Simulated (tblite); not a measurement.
Species: 1,3-dioxolane, C3H6O2.
Bonds: C1–C2, C2–O3, O3–C4, C4–O5, C1–O5. Hydrogens: H6, H7 on C1; H8, H9 on C2; H10, H11 on C4.

Computed with GFN2-xTB (tblite), gas phase: Langevin dynamics at 400 K from the optimised GFN2-xTB geometry, time step 0.5 fs, friction 0.01 fs⁻¹, 2000 steps. Over the second half of the run the saved frames average 400 K.

The optimised geometry, where the run starts:
```
atom  x, y, z in Å
C1     -0.630    0.825   -0.297
C2     -0.855   -0.647    0.121
O3      0.425   -1.238    0.013
C4      1.335   -0.180    0.079
O5      0.750    0.894   -0.596
H6     -1.184    1.110   -1.192
H7     -0.880    1.511    0.523
H8     -1.532   -1.185   -0.545
H9     -1.224   -0.714    1.152
H10     2.263   -0.464   -0.420
H11     1.538    0.091    1.136
```

t = 325 fs, T = 181 K, E(pot) 0.416 eV above the start
```
atom  x, y, z in Å  |  force x, y, z in eV/Å
C1     -0.681    0.154   -0.149    1.596   0.819  -0.743
C2     -1.020   -1.287    0.087    0.868  -0.999   1.400
O3      0.254   -1.946   -0.018    0.742   0.155  -0.430
C4      1.223   -0.980   -0.492   -1.877   0.519  -0.008
O5      0.781    0.266    0.076   -1.255  -1.493  -0.502
H6     -0.844    0.440   -1.201   -0.114  -0.031   0.119
H7     -1.214    0.814    0.497   -0.035   0.569   0.467
H8     -1.799   -1.759   -0.490    0.108   0.087  -1.052
H9     -1.373   -1.480    1.114    0.298   0.302   0.173
H10     1.052   -0.890   -1.596    0.450  -0.137   0.253
H11     2.269   -1.258   -0.280   -0.782   0.209   0.322
```

t = 450 fs, T = 305 K, E(pot) 0.376 eV above the start
```
atom  x, y, z in Å  |  force x, y, z in eV/Å
C1     -0.414   -0.157    0.443   -0.095   1.426  -1.768
C2     -0.863   -1.482   -0.180    1.619   0.818  -0.333
O3      0.345   -2.193    0.029    0.157  -1.986   0.191
C4      1.409   -1.356   -0.225    0.063  -0.098  -1.134
O5      0.965   -0.108    0.158    1.030   0.957   0.527
H6     -0.699    0.777   -0.058   -1.000  -0.179  -0.068
H7     -0.605   -0.021    1.475   -0.139  -0.382   1.255
H8     -0.985   -1.376   -1.279   -0.485  -0.024   0.466
H9     -1.635   -1.991    0.352   -0.530  -0.256   0.015
H10     1.654   -1.333   -1.352   -0.150  -0.046   0.920
H11     2.329   -1.624    0.326   -0.469  -0.232  -0.072
```

t = 475 fs, T = 344 K, E(pot) 0.486 eV above the start
```
atom  x, y, z in Å  |  force x, y, z in eV/Å
C1     -0.312   -0.159    0.435    0.848  -0.619   0.399
C2     -0.686   -1.449   -0.275   -2.354   0.228  -0.948
O3      0.330   -2.326   -0.008    0.169  -0.535   1.339
C4      1.366   -1.504   -0.171    3.757   2.039  -0.732
O5      1.081   -0.110    0.188   -0.408  -1.479   0.305
H6     -0.718    0.760    0.100   -0.697   0.668  -0.411
H7     -0.505   -0.316    1.509    0.041   0.231  -0.022
H8     -0.724   -1.383   -1.373   -0.283   0.673  -0.103
H9     -1.640   -1.815    0.079   -0.318  -0.391   0.121
H10     1.656   -1.381   -1.254   -0.032  -0.434   0.298
H11     2.299   -1.748    0.397   -0.722  -0.381  -0.247
```

t = 625 fs, T = 414 K, E(pot) 0.206 eV above the start
```
atom  x, y, z in Å  |  force x, y, z in eV/Å
C1      0.216   -0.184    0.572    0.047   0.013  -0.054
C2     -0.470   -1.447   -0.007   -1.403   0.038   0.820
O3      0.552   -2.287   -0.442    0.768   0.881  -0.337
C4      1.687   -1.443   -0.416    1.563  -1.837   0.630
O5      1.555   -0.597    0.651    0.039   0.384   0.772
H6      0.204    0.675   -0.089   -0.468   0.258  -0.582
H7     -0.151    0.161    1.534    0.043  -0.312   0.260
H8     -1.125   -1.185   -0.841   -0.221  -0.006   0.011
H9     -1.045   -1.986    0.794    0.274   0.391  -0.651
H10     1.933   -0.904   -1.330   -0.560   0.131  -0.597
H11     2.555   -2.090   -0.175   -0.082   0.060  -0.272
```

t = 775 fs, T = 370 K, E(pot) 0.479 eV above the start
```
atom  x, y, z in Å  |  force x, y, z in eV/Å
C1      0.030   -0.059    0.526    2.157  -1.531   1.628
C2     -0.698   -1.390    0.318   -0.863  -0.698   0.073
O3     -0.085   -2.022   -0.807    0.976   1.366   1.347
C4      1.216   -1.499   -0.695    2.054  -2.082  -1.126
O5      1.264   -0.217   -0.205   -1.033  -0.024  -0.056
H6     -0.477    0.691    0.034   -1.089   2.041  -0.289
H7      0.380    0.087    1.627   -1.126   0.177  -1.599
H8     -1.751   -1.360    0.044   -0.194   0.558   0.069
H9     -0.661   -1.957    1.260    0.390  -0.448  -0.276
H10     1.730   -1.568   -1.689   -0.541   0.308   0.358
H11     1.872   -2.173   -0.038   -0.731   0.331  -0.130
```

t = 875 fs
```
atom  x, y, z in Å
C1      0.000    0.134   -0.069
C2     -0.915   -1.142   -0.145
O3     -0.253   -2.033   -1.018
C4      1.068   -1.680   -0.928
O5      1.244   -0.386   -0.561
H6     -0.391    1.065   -0.586
H7      0.136    0.520    0.900
H8     -1.906   -0.931   -0.608
H9     -1.082   -1.577    0.846
H10     1.543   -1.941   -1.896
H11     1.474   -2.192    0.009
```

Q: Estimate the potential energy and the forces of this last frame.

A: 0.505 eV above the start.

```
atom  Fx (eV/Å)  Fy (eV/Å)  Fz (eV/Å)
  C1     -0.533     -0.507     -1.207
  C2     -0.977      0.920     -0.512
  O3     -0.882      0.760      0.005
  C4      0.985     -1.866      1.179
  O5     -0.624      2.844     -0.576
  H6      0.438     -1.264     -0.521
  H7      0.326     -0.081      1.672
  H8      0.511     -0.032      0.350
  H9      0.212     -0.069      0.053
 H10      0.165      0.099      0.656
 H11      0.379     -0.804     -1.099
```

The bond farthest from its length at the start is C1–H7 (1.052 against 1.097 Å), and half the difference of its two atoms' forces along it is +1.46 eV/Å (positive lengthens). The largest atomic force is 2.97 eV/Å.

What follows is the cost of the whole dynamics run. On Arm Neoverse V1, one thread, shared host with 32 logical CPUs at a one-minute load of 12, this took 6.0 s of wall time and 0.19 GiB of memory at its peak.
